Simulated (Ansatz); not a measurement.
**C₄H₆O: one species, many methods**

One table from this session's results is given with a row withheld; the runs are named, their logs left out.

The runs use Ansatz 0.2.0, Gaussian basis; functionals in def2-TZVPP, the program's frozen cores in correlated methods.

Levels to be run: LDA (SPW92), PBE-D4, revPBE-D4, BLYP-D4, r2SCAN-D4, B97M-V, PBE0-D4, B3LYP-D4, r2SCANh-D4, r2SCAN0-D4, HSE06-D4, BHLYP-D4, CAM-B3LYP-D4, LC-ωPBE, ωB97X-V, ωB97M-V, B2PLYP, PBE-QIDH; CCSD(T)/def2-SVP; CCSD(T)/def2-TZVPP; MP2/def2-QZVPP; extrapolation to the limit; RPA on PBE.

### The geometry

An earlier PBE0-D4 in a triple-zeta def2 set relaxation fixed the geometry.

SMILES `C=CC(=C)O`, 11 atoms, charge 0, spin multiplicity 1.

Atoms are counted from 1 here; the program's logs count them from 0.

Bond lengths: C1–C2 1.331 Å, C1–H6 1.082 Å, C1–H7 1.086 Å, C2–C3 1.457 Å, C2–H8 1.085 Å, C3–C4 1.335 Å, C3–O5 1.357 Å, C4–H9 1.080 Å, C4–H10 1.082 Å, O5–H11 0.961 Å. Angles: C2–C1–H6 121.1°, C2–C1–H7 123.1°, H6–C1–H7 115.8°, C1–C2–C3 125.7°, C1–C2–H8 119.5°, C3–C2–H8 114.8°, C2–C3–C4 121.9°, C2–C3–O5 118.3°, C4–C3–O5 119.8°, C3–C4–H9 119.9°, C3–C4–H10 121.1°, H9–C4–H10 118.9°, C3–O5–H11 109.0°.

Set-up of the first run:

The input, in.yaml:

```yaml
crystal:
  periodic: [false, false, false]
  atoms:
    - {symbol: C, position_ang: [-1.672923, -0.648680, -0.164289]}
    - {symbol: C, position_ang: [-0.573878, -0.276243, 0.487962]}
    - {symbol: C, position_ang: [0.640228, 0.249703, -0.122779]}
    - {symbol: C, position_ang: [1.638891, 0.749247, 0.609422]}
    - {symbol: O, position_ang: [0.730162, 0.251752, -1.476462]}
    - {symbol: H, position_ang: [-2.531556, -1.041747, 0.364580]}
    - {symbol: H, position_ang: [-1.782290, -0.559112, -1.241253]}
    - {symbol: H, position_ang: [-0.540821, -0.356805, 1.569517]}
    - {symbol: H, position_ang: [1.551598, 0.786627, 1.685654]}
    - {symbol: H, position_ang: [2.533449, 1.139318, 0.142978]}
    - {symbol: H, position_ang: [0.072341, -0.351061, -1.834630]}
basis:
  gaussian: {orbitals: def2-TZVPP}
hamiltonian: {xc: lda}
output: {orbitals: {seedname: orbitals}}
```

Started as:

```
> ansatz run in.yaml --threads 4 --pin off --events-out ev --progress --plain --max-ram 10444MiB
```

Steps of the session up to this table: LDA; PBE-D4 (GGA); revPBE-D4 (GGA); BLYP-D4 (GGA); r2SCAN-D4 (meta-GGA); B97M-V (meta-GGA); B3LYP-D4 (hybrid); r2SCANh-D4 (hybrid); r2SCAN0-D4 (hybrid); HSE06-D4 (hybrid); BHLYP-D4 (hybrid); CAM-B3LYP-D4 (range-separated); LC-ωPBE (range-separated); ωB97X-V (range-separated); ωB97M-V (range-separated); B2PLYP (double hybrid); PBE-QIDH (double hybrid).

One table of the session follows, with a row left open; its other results are not shown here.

It belongs to the step «Orbital energies across the functionals». 

```
  functional  HOMO (eV)  gap (eV)
 LDA (SPW92)      -5.71      3.60
      PBE-D4      -5.50      3.64
   revPBE-D4      -5.42      3.65
     BLYP-D4      -5.35      3.63
   r2SCAN-D4          ?         ?
      B97M-V      -5.68      4.05
     PBE0-D4      -6.56      5.61
    B3LYP-D4      -6.36      5.20
  r2SCANh-D4      -6.08      4.70
  r2SCAN0-D4      -6.69      5.81
    HSE06-D4      -6.17      4.84
    BHLYP-D4      -7.47      7.57
CAM-B3LYP-D4      -7.82      7.96
     LC-ωPBE      -9.13     10.37
     ωB97X-V      -8.76      9.96
     ωB97M-V      -8.68      9.78
```

Q: Estimate the row for r2SCAN-D4 from the others.

Worked estimate for «HOMO (eV)». Against the share of exact exchange, r2SCANh-D4 (0.1, -6.08), r2SCAN0-D4 (0.25, -6.69) give a slope of -4.07 per unit share; at 0 the line stands at -5.67.

**Answer.** HOMO (eV): -5.68; gap (eV): 3.96. In «HOMO (eV)» the line misses by +0.01.
